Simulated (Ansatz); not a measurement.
Lattice parameter c (Å) along a series of related solids, from PBE in Ansatz (plane waves, PAW); HSE06 (plane waves, PAW; Ansatz, a quantum-chemistry and plane-wave program); Hartree–Fock (plane waves, PAW; Ansatz).

| solid | PBE | HSE06 | Hartree–Fock | measured |
|---|---|---|---|---|
| hcp Y | 5.681 | 5.703 | 6.183 | 5.732‡ |
| hcp Zr | 5.169 | 5.118 | 5.287 | 5.148‡ |
| hcp Tc | 4.403 | 4.350 | 4.275 | 4.399‡ |
| hcp Ru | 4.292 | 4.236 | 4.188 | 4.282‡ |
| hcp Cd | 5.800 | 5.885 | 6.631 | 5.617‡ |

Hartree–Fock less measured, from the printed values: hcp Y‡ +7.87 %, hcp Zr‡ +2.70 %, hcp Tc‡ -2.82 %, hcp Ru‡ -2.20 %, hcp Cd‡ +18.1 %.

A member of the series is missing where a level wasn't run or failed, where a doubt is noted on the run or the magnetic state, for phases of high temperature or layered ones, and where values are held back for tests.

Ansatz's runs of these crystals have no spin polarisation. Meta-GGAs and exact exchange favour moments, which can bear on hcp Y.

Exact exchange on metals is sensitive to the k mesh.

Ansatz's density-functional and Hartree–Fock values are scalar-relativistic unless marked +SOC, with PAW data made under PBE.

Measured values are for low temperature or corrected to a static lattice; ‡ marks uncorrected values at room or unstated temperature. References as tabulated in Wikipedia's data pages.
